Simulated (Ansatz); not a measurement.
# CH3NO (formamide): from total energies to a heat of formation

CH3NO: 6 atoms, total charge 0, spin state singlet. SMILES: `NC=O`. Geometry: relaxed at PBE0-D4/def2-TZVP. This is one conformer, not always the lowest.

Total energies at PBE0/def2-TZVP (Ansatz 0.2.0); the atoms run unrestricted:

| species | state | energy (Eh) |
| --- | --- | --- |
| CH3NO | singlet | -169.777120 |
| N | quartet | -54.543820 |
| C | triplet | -37.805374 |
| O | triplet | -75.018601 |
| H | doublet | -0.501036 |

Harmonic wavenumbers at PBE0-D4/def2-TZVP, in cm⁻¹: 243, 570, 650, 1050, 1063, 1287, 1420, 1620, 1832, 2957, 3611, 3752.

Measured heats of formation of the gaseous atoms at 298.15 K, in kJ/mol: N 472.4, C 716.9, O 249.2, H 218.0. Spin-orbit lowering of the atoms at 298 K (mean of the ground term's levels less their thermal mean, from spectra), in kJ/mol: C 0.02, O 0.40. Take 1 Eh = 2625.50 kJ/mol, 1 cm⁻¹ = 0.0119627 kJ/mol, RT = 2.479 kJ/mol.

Question: Work out the heat of formation of the gas at 298 K.

Answer: 
1. Electronic atomisation energy: (-54.543820) + (-37.805374) + (-75.018601) + 3 × (-0.501036) − (-169.777120) = 0.906217 Eh = 2379.3 kJ/mol.
2. Zero-point energy: half the sum of the wavenumbers, 10027.5 cm⁻¹ = 120.0 kJ/mol.
3. Thermal vibrational enthalpy, Σ hcν̃/(exp(hcν̃/kT) − 1): 2.3 kJ/mol. Translation, rotation and pV of a non-linear molecule: 4 RT = 9.9 kJ/mol.
4. The 6 free atoms carry 5/2 RT each: 37.2 kJ/mol.
5. Spin-orbit coupling lowers the free atoms by 0.02 + 0.40 = 0.4 kJ/mol.
6. Atomisation enthalpy at 298 K: 2379.3 − 0.4 − 120.0 − 2.3 − 9.9 + 37.2 = 2283.9 kJ/mol.
7. Sum of the atoms' heats of formation: 2092.5 kJ/mol. Heat of formation: 2092.5 − 2283.9 = -191.4 kJ/mol.

The tabulated value is -193.9 kJ/mol (CRC Handbook of Chemistry and Physics), so this level is off by +2.5 kJ/mol, or 0.1 % of the atomisation enthalpy that the table implies (2286.4 kJ/mol). Anharmonicity and any spin-orbit splitting of the molecule are left out.
